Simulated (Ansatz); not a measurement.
Born–Oppenheimer molecular dynamics of AlH6NSi (9 atoms, charge 0, multiplicity 1). It starts from a relaxed structure.

These are results of RKS PBE-D4/def2-SVP (Ansatz), not measurements.

```json
{
 "ensemble": "NVE (velocity Verlet)",
 "time step": "0.25 fs",
 "steps asked": "150",
 "starting velocities drawn for": "300 K",
 "seed": "261184"
}
```

First frame:

```xyz
9
Properties=species:S:1:pos:R:3
N -1.198 0.835 -0.762
Si 0.496 0.534 -0.383
Al 0.516 -1.287 1.274
H -1.760 0.026 -1.044
H -1.424 1.629 -1.369
H 1.047 1.819 0.189
H 1.416 0.217 -1.557
H 1.694 -1.475 2.349
H -0.698 -2.345 1.285
```

(1) What does the run give?

(2) What happens to the structure?

(3) How do temperature and energy run in time?

Answers

(1) All steps were run.

```yaml
steps_done: 150
time_covered: 37.5 fs
mean_temperature_over_the_second_half: 152 K
spread_of_the_potential_energy_over_the_second_half: 2.9 meV per atom
mean_potential_energy_of_the_second_half_above_the_start: 14.9 meV per atom
```

The conserved energy stayed within 0.043 meV per atom of its start (net change 0.028 meV per atom), so the integration is sound. A run of 0.037 ps of so small a system gives no equilibrium averages.

(2) The same pairs are bonded in the first frame and the last. Pairs count as bonded within 1.25 times the sum of covalent radii (0.12 Å more for H–H). Another seed would give other details.

(3) 
```csv
time (fs),T (K),potential energy less start (eV),conserved less start (meV/atom)
0.0,300,0.000,0.00
1.2,263,0.034,0.02
2.5,204,0.087,0.04
3.8,185,0.104,0.03
5.0,186,0.104,0.01
6.2,158,0.129,0.02
7.5,138,0.147,0.04
8.8,166,0.122,0.01
10.0,164,0.123,0.01
11.2,108,0.174,0.03
12.5,75,0.204,0.04
13.8,111,0.171,0.03
15.0,163,0.124,0.01
16.2,168,0.120,0.02
17.5,169,0.119,0.03
18.8,193,0.097,0.01
20.0,183,0.106,0.02
21.2,147,0.139,0.04
22.5,147,0.139,0.04
23.8,188,0.102,0.02
25.0,204,0.087,0.01
26.2,165,0.122,0.03
27.5,140,0.145,0.03
28.8,139,0.146,0.01
30.0,117,0.165,0.02
31.2,100,0.181,0.04
32.5,128,0.156,0.03
33.8,171,0.117,0.01
35.0,163,0.124,0.01
36.2,122,0.162,0.04
37.5,130,0.154,0.03
```

The run took 3.6 min on 1 thread of Arm Neoverse V1, with other jobs on the host, peak memory 0.098 GiB.
